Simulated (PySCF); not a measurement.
# CH3AlCl (SMILES [CH3][Al][Cl]), step by step

Aim: a geometry optimisation (UHF-D3(0)/LANL08), then vibrational wavenumbers, then the energy (NEVPT2(3,4)/6-311+G**), then the charge distribution (RO-wB97X-V/pob-TZVP) of CH3AlCl. Input form: a Python script.

Program for the calculation: PySCF 2.14.0.

## Step 1: The molecule

The species is CH3AlCl (6 atoms), typed as a doublet with charge 0. SMILES: `[CH3][Al][Cl]`. The start is not the relaxed shape. The run starts from this shape.

Bond lengths: C1–Al2 1.795 Å, Al2–Cl3 2.288 Å, C1–H4 1.142 Å, C1–H5 1.210 Å, C1–H6 1.161 Å. Angles: C1–Al2–Cl3 114.6°, Al2–C1–H4 115.4°, Al2–C1–H5 103.7°, Al2–C1–H6 116.4°, H4–C1–H5 106.8°, H4–C1–H6 112.1°, H5–C1–H6 100.4°.

## Step 2: A geometry optimisation at UHF-D3(0)/LANL08 (density fitting with cc-pvqz-jkfit, core potential, max memory mb 1860) (run 1)

run.py

```python
from pyscf import gto
from pyscf.geomopt.geometric_solver import kernel as optimise

mol = gto.M(
    atom=[
    ('C', (-0.348884, 0.386183, -0.342750)),
    ('Al', (0.010645, -1.294593, 0.176132)),
    ('Cl', (2.030559, -1.556533, 1.218900)),
    ('H', (0.445239, 1.161262, -0.074400)),
    ('H', (-1.342770, 0.672499, 0.285244)),
    ('H', (-0.740267, 0.518359, -1.428074)),
],
    basis={'default': 'lanl08', 'C': '6-311g**', 'H': '6-311g**'},
    ecp={'Al': 'lanl08', 'Cl': 'lanl08'},
    max_memory=1860,
    spin=1,
    verbose=3,
    charge=0,
)

mf = mol.UHF()
mf = mf.density_fit(auxbasis='cc-pvqz-jkfit')
mf.max_cycle = 100
mf.disp = 'd3zero'
converged, mol_eq = optimise(mf, maxsteps=100)
print('converged:', converged)
print(mol_eq.tostring())

mf.reset(mol_eq)
mol = mol_eq
mf.kernel()
if not mf.converged:
    mf = mf.newton().run(mf.mo_coeff, mf.mo_occ)
etot = mf.e_tot
print(f'total energy: {etot:.8f} hartree')
```

The run is started by

```sh
OMP_NUM_THREADS=1 python run.py
```

What it wrote:

```text
maxiter                   100
[... 97 lines left out ...]
converged SCF energy = -56.2857383170636  <S^2> = 0.7559022  2S+1 = 2.0058935
[... 160 lines left out ...]
converged SCF energy = -56.2860271671496  <S^2> = 0.75675702  2S+1 = 2.0067456
[... 161 lines left out ...]
converged SCF energy = -56.2860776329544  <S^2> = 0.75660895  2S+1 = 2.0065981
[... 150 lines left out ...]
Converged! =D
[... 1 line left out ...]
converged: True
C          -0.40796310        0.45302116       -0.37083023
Al          0.43811427       -1.34331273       -0.23236080
Cl          1.70935012       -1.62519506        1.58355174
H           0.36335231        1.21989588       -0.38463200
H          -1.03147978        0.63184674        0.50229954
H          -1.01685183        0.55092102       -1.26297625

converged SCF energy = -56.2862708677067  <S^2> = 0.75686198  2S+1 = 2.0068502
total energy: -56.28627087 hartree
```

It took 30 s on 1 thread of AMD EPYC 7R13 (Zen 3), shared host; peak memory 0.18 GiB.

Steps, from the record of the run:

```tsv
step	energy from the first frame kept (eV)	largest force (eV/Å)
0	0.0000	5.9938
1	-0.6365	1.1652
2	-0.6834	0.3926
3	-0.6909	0.0429
4	-0.6911	0.0216
5	-0.6912	0.0094
6	-0.6912	0.0063
7	-0.6912	0.0060
8	-0.6912	0.0056
9	-0.6913	0.0130
10	-0.6915	0.0384
11	-0.6917	0.0167
12	-0.6919	0.0142
13	-0.6919	0.0124
14	-0.6920	0.0116
15	-0.6922	0.0236
16	-0.6927	0.0675
17	-0.6934	0.1449
18	-0.6946	0.1387
19	-0.6954	0.0618
20	-0.6979	0.0205
21	-0.6979	0.0195
22	-0.6979	0.0042
```

After the run. Bond lengths: C1–Al2 1.990 Å, Al2–Cl3 2.235 Å, C1–H4 1.088 Å, C1–H5 1.088 Å, C1–H6 1.085 Å. Angles: C1–Al2–Cl3 114.3°, Al2–C1–H4 109.6°, Al2–C1–H5 109.6°, Al2–C1–H6 112.2°, H4–C1–H5 107.5°, H4–C1–H6 108.9°, H5–C1–H6 108.9°.

## Step 3: The harmonic vibrations at UHF-D3(0)/LANL08 (density fitting with cc-pvqz-jkfit, core potential, max memory mb 1860) (run 2)

calc.py

```python
import numpy
from pyscf import gto, symm
from pyscf.hessian import thermo

mol = gto.Mole()
mol.atom = [
    ('C', (-1.257639, 1.563143, -0.942211)),
    ('Al', (-0.411562, -0.233191, -0.803742)),
    ('Cl', (0.859674, -0.515073, 1.012171)),
    ('H', (-0.486659, 2.329877, -0.955800)),
    ('H', (-1.881491, 1.741828, -0.068868)),
    ('H', (-1.866528, 1.661043, -1.834357)),
]
mol.max_memory = 1860
mol.ecp = {'Al': 'lanl08', 'Cl': 'lanl08'}
mol.basis = {'default': 'lanl08', 'C': '6-311g**', 'H': '6-311g**'}
mol.verbose = 3
mol.charge = 0
mol.spin = 1
mol.build()

mf = mol.UHF()
mf = mf.density_fit(auxbasis='cc-pvqz-jkfit')
mf.disp = 'd3zero'
mf.max_cycle = 100
mf.kernel()
if not mf.converged:
    mf = mf.newton().run(mf.mo_coeff, mf.mo_occ)

etot = mf.e_tot
print('E(%s) = %.9f' % ('HF', etot))
hess = mf.Hessian().kernel()
modes = thermo.harmonic_analysis(mol, hess)
print('frequencies (1/cm)', numpy.round(modes['freq_wavenumber'], 1))
symm.geom.TOLERANCE = 1e-3  # for the symmetry number
th = thermo.thermo(mf, modes['freq_au'], 500, 101325)
thermo.dump_thermo(mol, th)
```

The run is started by

```sh
OMP_NUM_THREADS=1 python calc.py
```

What it wrote:

```text
converged SCF energy = -56.2862707394296  <S^2> = 0.75686197  2S+1 = 2.0068502
E(HF) = -56.286270739

WARN: DFTD3 does not support analytical Hessian, using finite difference

WARN: Mole.unit (angstrom) is changed to Bohr

frequencies (1/cm) [  56.3  148.3  436.4  605.1  665.   779.1 1328.9 1547.7 1554.3 3143.6
 3215.7 3241.9]
temperature 500.0000 [K]
pressure 101325.00 [Pa]
Rotational constants [GHz] 20.90072 3.26649 2.87484
Symmetry number 1
Zero-point energy (ZPE) 0.03810 [Eh]   100021.311 [J/mol]
                           tot       elec      trans        rot        vib
Entropy [J/mol/K]       349.911      5.763    173.742    110.662     59.743
Cv [J/mol/K]             73.867      0.000     12.472     12.472     48.923
Cp [J/mol/K]             82.181      0.000     20.786     12.472     48.923
Internal energy [J/mol]                      6235.845   6235.845 114086.258
Internal energy [Eh]   -56.23807  -56.28627
Enthalpy [J/mol]                            10393.075   6235.845 114086.258
Enthalpy [Eh]          -56.23648
Gibbs free energy [J/mol]                  -76478.140 -49095.208  84214.781
Gibbs free energy [Eh] -56.30312
```

It took 17 s on 1 thread of AMD EPYC 7R13 (Zen 3), shared host; peak memory 0.41 GiB.

## Step 4: A single-point energy at NEVPT2(3,4)/6-311+G(d,p) (density fitting with cc-pvdz-jkfit, Cartesian functions, max memory mb 1860) (run 3)

run.py

```python
# [CH3][Al][Cl]
from pyscf import gto, mcscf, mrpt

molecule = gto.M(
    atom='''
C   -0.407963   0.453021  -0.370830
Al   0.438114  -1.343313  -0.232361
Cl   1.709350  -1.625195   1.583552
H    0.363352   1.219896  -0.384632
H   -1.031480   0.631847   0.502300
H   -1.016852   0.550921  -1.262976
''',
    cart=True,
    verbose=4,
    basis='6-311+g**',
    spin=1,
    max_memory=1860,
    charge=0,
)

mf = molecule.ROHF()
mf = mf.density_fit(auxbasis='cc-pvdz-jkfit')
mf.max_cycle = 100
mf.kernel()
if not mf.converged:
    mf = mf.newton().run(mf.mo_coeff, mf.mo_occ)

cas = mcscf.CASSCF(mf, 4, 3)
cas.fix_spin_(ss=0.75)
cas.natorb = True
cas.kernel()
e_pt2 = mrpt.NEVPT(cas).kernel()
etot = cas.e_tot + e_pt2
print('E(%s) = %.9f' % ('NEVPT2', etot))
```

The run is started by

```sh
OMP_NUM_THREADS=1 python run.py
```

What it wrote:

```text
PySCF version 2.14.0

[... 62 lines left out ...]
converged SCF energy = -741.102040191494
[... 63 lines left out ...]
1-step CASSCF converged in  12 macro (172 JK  41 micro) steps
[... 17 lines left out ...]
CASSCF energy = -741.119991951892
[... 30 lines left out ...]
Nevpt2 Energy = -0.513780841687397
E(NEVPT2) = -741.633772794
```

It took 36 s on 1 thread of AMD EPYC 7R13 (Zen 3), shared host; peak memory 0.22 GiB.

## Step 5: Energy and one-electron properties at RO-wB97X-V/pob-TZVP (density fitting with aug-cc-pvtz-jkfit, max memory mb 1860, nlc grid 1) (run 4)

input.py

```python
import numpy
from pyscf import gto, scf, dft, lo

mol = gto.M(
    atom='''
C   -0.407963   0.453021  -0.370830
Al   0.438114  -1.343313  -0.232361
Cl   1.709350  -1.625195   1.583552
H    0.363352   1.219896  -0.384632
H   -1.031480   0.631847   0.502300
H   -1.016852   0.550921  -1.262976
''',
    spin=1,
    verbose=4,
    basis='pob-tzvp',
    max_memory=1860,
)

calc0 = dft.ROKS(mol)
calc0.xc = 'wb97x-v'
calc0 = calc0.density_fit(auxbasis='aug-cc-pvtz-jkfit')
calc0.nlcgrids.level = 1
calc0.max_cycle = 100
calc0.kernel()
if not calc0.converged:
    calc0 = calc0.newton().run(calc0.mo_coeff, calc0.mo_occ)

e_tot = calc0.e_tot
print('E(%s) = %.9f' % ('WB97X-V', e_tot))
calc0.analyze()
quad = calc0.quad_moment()
occ = calc0.mo_coeff[:, calc0.mo_occ > 0]
iaos = lo.vec_lowdin(lo.iao.iao(mol, occ), calc0.get_ovlp())
c = iaos.T @ calc0.get_ovlp() @ occ
pop_iao, q_iao = scf.hf.mulliken_pop(lo.iao.reference_mol(mol), (c * calc0.mo_occ[calc0.mo_occ > 0]) @ c.T, numpy.eye(c.shape[0]), verbose=0)
print('IAO charges', numpy.round(q_iao, 4))
```

The run is started by

```sh
OMP_NUM_THREADS=1 python input.py
```

What it wrote:

```text
PySCF version 2.14.0

[... 91 lines left out ...]
Nuclear Repulsion Energy =             112.778711568295805
[... 2 lines left out ...]
Two-electron Coulomb Energy =          450.183196651637786
[... 5 lines left out ...]
MO #2   energy= -56.0334058175222  | -56.0353575874119  | -56.0314540476333  occ= 2
[... 92 lines left out ...]
Dipole moment(X, Y, Z, Debye): -1.61244, -0.62144, -2.95464
[... 2 lines left out ...]
IAO charges [-0.8201  0.8589 -0.4483  0.1391  0.1392  0.1311]
```

Wall time 29 s (1 thread of AMD EPYC 7R13 (Zen 3), shared host); peak memory 0.39 GiB.

Atomic charges (e):

```tsv
atom	Mulliken	IAO
C1	-0.608	-0.820
Al2	+1.209	+0.859
Cl3	-0.712	-0.448
H4	+0.041	+0.139
H5	+0.041	+0.139
H6	+0.029	+0.131
```

## Step 6: Results

| quantity | value |
| --- | --- |
| run 1, UHF-D3(0)/LANL08: total energy at the end | -56.28627 Eh |
| run 1, UHF-D3(0)/LANL08: dipole moment | 4.00 D |
| run 1, UHF-D3(0)/LANL08: HOMO energy (highest over α and β) | -8.78 eV |
| run 1, UHF-D3(0)/LANL08: LUMO energy (lowest over α and β) | 0.34 eV |
| run 1, UHF-D3(0)/LANL08: dispersion energy | -4.52 kJ/mol |
| run 1, UHF-D3(0)/LANL08: ⟨S²⟩ | 0.757 |
| run 2, UHF-D3(0)/LANL08: lowest harmonic wavenumber | 56 cm⁻¹ |
| run 2, UHF-D3(0)/LANL08: highest harmonic wavenumber | 3242 cm⁻¹ |
| run 2, UHF-D3(0)/LANL08: zero-point energy | 100.0 kJ/mol |
| run 2, UHF-D3(0)/LANL08: ideal-gas entropy at 500 K (symmetry number 1 as used) | 83.6 cal/(mol K) |
| run 3, NEVPT2(3,4)/6-311+G**: total energy | -741.63377 Eh |
| run 3, NEVPT2(3,4)/6-311+G**: dipole moment (Hartree–Fock density) | 3.23 D |
| run 4, RO-wB97X-V/pob-TZVP: total energy | -742.36015 Eh |
| run 4, RO-wB97X-V/pob-TZVP: dipole moment | 3.42 D |
| run 4, RO-wB97X-V/pob-TZVP: ⟨S²⟩ | 0.750 |

In words: The optimisation (run 1, UHF-D3(0)/LANL08) took 22 steps and changed the energy by -0.698 eV. All 12 modes are real, so the shape is a minimum at this level.
